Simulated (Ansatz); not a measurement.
# HPB⁺, quintet: the ladder up to UCCSDTQ

Geometry: that of the HPB, quartet, kept fixed. The triplet lies 3.4 eV lower here.

```csv
atom,x (Å),y (Å),z (Å)
B,0.0000,0.0866,1.3928
P,0.0000,-0.0729,-0.4582
H,0.0000,1.3116,-0.8601
```

Basis cc-pVDZ; Ansatz 0.2.0. Correlated methods freeze the noble-gas cores, which leaves 8 electrons in 31 orbitals. Prefix R: restricted or restricted open-shell reference; prefix U: unrestricted. Active spaces: valence = (8e, 9o) chosen from the atoms' valence shells.

Full CI isn't at hand for all of this; UCCSDTQ serves as the reference, and is uncertain by the last step of the cluster series or more. The frozen core follows each run's orbitals, which can shift R against U totals by a few meV.

For open shells CISD is restricted-active-space CI with the open shells as a complete middle space.

The UHF ⟨S²⟩ is 6.005, the T1 diagnostic (RCCSD) is 0.0265 and the largest doubles amplitude (RCCSD) is 0.037. The T1 diagnostic (UCCSD) is 0.0243.

| level | E − E(UCCSDTQ) (meV) | share of correlation (%) | wall time |
| --- | --- | --- | --- |
| RHF | 3687 | 0.00 | – |
| UHF | 3617 | 1.90 | – |
| RMP2 | 905 | 75.45 | – |
| UMP2 | 913 | 75.23 | – |
| CISD | 250 | 93.21 | 1.6 s |
| RCCSD | 144 | 96.10 | – |
| UCCSD | 142 | 96.14 | – |
| RCCSD(T) | 38 | 98.96 | 1.4 s |
| UCCSD(T) | 38 | 98.98 | 1.2 s |
| BCCD(T) | 37 | 98.98 | 1.5 s |
| RCCSDT | 6 | 99.83 | – |
| UCCSDT | 6 | 99.85 | – |
| RCCSDT(Q) | 2 | 99.96 | 7.5 s |
| UCCSDT(Q) | 1 | 99.98 | 6.5 s |
| RCCSDTQ | 1 | 99.98 | 17 s (H100) |
| CASSCF (valence space) | 2435 | 33.95 | – |
| NEVPT2 (valence space) | 649 | 82.39 | 2.1 s |
| MRCISD (valence space) | 140 | 96.21 | – |
| MRCISD+Q (valence space) | 26 | 99.29 | 3.8 s |

The correlation energy at UCCSDTQ, counted from RHF, is -3.687 eV. That run took 18 s on 2 threads of AMD EPYC 7R13 with a shared H100 80 GB, shared host.

Times hold each run's SCF and search for its determinant on a shared host, so for small cases they say little of a method's own cost; rows without a card ran on 1 thread of AMD EPYC 7R13.

Natural occupations of CASSCF (valence space) about the gap: 1.977 1.963 1.005 0.999 0.997 0.994 0.028 0.020 0.017; effectively unpaired electrons, Σ n²(2−n)², 4.01.
